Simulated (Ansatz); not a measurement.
MgAl2⁻ was relaxed with PBE0-D4 (def2-TZVPD) in Ansatz in these states: charge -1 doublet, charge -1 quartet. The geometries follow in no particular order.

A:

```xyz
3

Al   -1.429    0.077   -0.425
Al    0.916   -0.675   -0.966
Mg    0.513    0.599    1.391
```

B:

```xyz
3

Al    0.013    1.254    0.962
Al    1.383   -0.004   -0.765
Mg   -1.397   -1.250   -0.197
```

**Question.** Judge from the bond lengths which geometry belongs to which state (an estimate).

**Answer.** A is the charge -1 doublet (Al1–Mg3 2.710 Å, Al2–Mg3 2.710 Å, Al1–Al2 2.521 Å); B is the charge -1 quartet (Al1–Mg3 3.100 Å, Al2–Mg3 3.100 Å, Al1–Al2 2.538 Å).

These are the stationary points nearest to one start from a short search; other shapes may lie lower in each state.
